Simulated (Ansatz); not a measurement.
# H6OSi2: the cost of one run

Program: Ansatz 0.2.0, Gaussian basis. Level of theory: PBE0-D4/def2-SVP. These are calculated values, not measurements.

16 further runs of the same task are left out: 16 set aside as unsound or not needed.

### Step 1. The starting structure

The first end: 9 atoms, charge 0, spin multiplicity 1.

Atoms are counted from 1 here; the program's logs count them from 0.

Bond lengths: Si1–H5 1.523 Å, Si1–H6 1.535 Å, H2–O3 0.960 Å, O3–Si4 1.699 Å, Si4–H7 1.472 Å, Si4–H8 1.487 Å, Si4–H9 1.477 Å. Angles: H5–Si1–H6 92.3°, H2–O3–Si4 119.1°, O3–Si4–H7 106.0°, O3–Si4–H8 105.1°, O3–Si4–H9 110.2°, H7–Si4–H8 111.9°, H7–Si4–H9 113.5°, H8–Si4–H9 109.8°.

Geometry (Å):

```mol
H6OSi2
  3D, bonds by distance, orders not assigned

  9  7  0  0  0  0  0  0  0  0999 V2000
   -0.8917   -1.4886   -1.0576 Si  0  0
    1.2308   -0.1229   -1.3440 H   0  0
    0.4234    0.0188   -0.8447 O   0  0
    0.5174    0.7370    0.6927 Si  0  0
   -2.0123   -0.4608   -1.1371 H   0  0
   -0.9481   -1.5238    0.4761 H   0  0
   -0.8228    1.2788    0.9694 H   0  0
    1.5327    1.8147    0.5543 H   0  0
    0.9705   -0.2531    1.6909 H   0  0
  1  5  8  0
  1  6  8  0
  2  3  8  0
  3  4  8  0
  4  7  8  0
  4  8  8  0
  4  9  8  0
M  END
```

The second end:

```mol
H6OSi2
  3D, bonds by distance, orders not assigned

  9  8  0  0  0  0  0  0  0  0999 V2000
   -0.6824   -1.0081   -0.9908 Si  0  0
    0.3735   -2.0408   -1.1576 H   0  0
   -0.0443    0.3491   -0.3433 O   0  0
    0.6757    1.0614    0.9384 Si  0  0
   -1.2569   -0.6652   -2.3140 H   0  0
   -1.7502   -1.5470   -0.1078 H   0  0
   -0.2421    1.0588    2.1077 H   0  0
    1.0060    2.4584    0.5678 H   0  0
    1.9206    0.3335    1.2998 H   0  0
  1  2  8  0
  1  3  8  0
  1  5  8  0
  1  6  8  0
  3  4  8  0
  4  7  8  0
  4  8  8  0
  4  9  8  0
M  END
```

### Step 2. The band at PBE0-D4/def2-SVP

Contents of neb/in.yaml:

```yaml
crystal:
  periodic: [false, false, false]
  atoms:
    - {symbol: Si, position_ang: [-0.891653, -1.488629, -1.057618]}
    - {symbol: H, position_ang: [1.230841, -0.122884, -1.344047]}
    - {symbol: O, position_ang: [0.423367, 0.018803, -0.844666]}
    - {symbol: Si, position_ang: [0.517391, 0.737041, 0.692730]}
    - {symbol: H, position_ang: [-2.012335, -0.460764, -1.137054]}
    - {symbol: H, position_ang: [-0.948095, -1.523799, 0.476101]}
    - {symbol: H, position_ang: [-0.822794, 1.278750, 0.969417]}
    - {symbol: H, position_ang: [1.532713, 1.814685, 0.554344]}
    - {symbol: H, position_ang: [0.970465, -0.253103, 1.690896]}
basis:
  gaussian: {orbitals: def2-SVP}
hamiltonian: {xc: pbe0, dispersion: d4}
neb:
  images: 5
  climbing: true
  max_iterations: 40
  initial_path: idpp
  final_atoms:
    - {symbol: Si, position_ang: [-0.682381, -1.008079, -0.990834]}
    - {symbol: H, position_ang: [0.373538, -2.040822, -1.157623]}
    - {symbol: O, position_ang: [-0.044274, 0.349149, -0.343324]}
    - {symbol: Si, position_ang: [0.675662, 1.061396, 0.938444]}
    - {symbol: H, position_ang: [-1.256933, -0.665238, -2.313954]}
    - {symbol: H, position_ang: [-1.750225, -1.547014, -0.107849]}
    - {symbol: H, position_ang: [-0.242111, 1.058791, 2.107679]}
    - {symbol: H, position_ang: [1.006024, 2.458441, 0.567785]}
    - {symbol: H, position_ang: [1.920600, 0.333477, 1.299774]}
```

Started as:

```
$ ansatz run in.yaml --threads 2 --pin off --events-out ev --progress --plain --max-ram 4352MiB
```

**Question.** How long does this run take on 2 threads of Intel Xeon 6975P-C, shared host?

About 69 s.
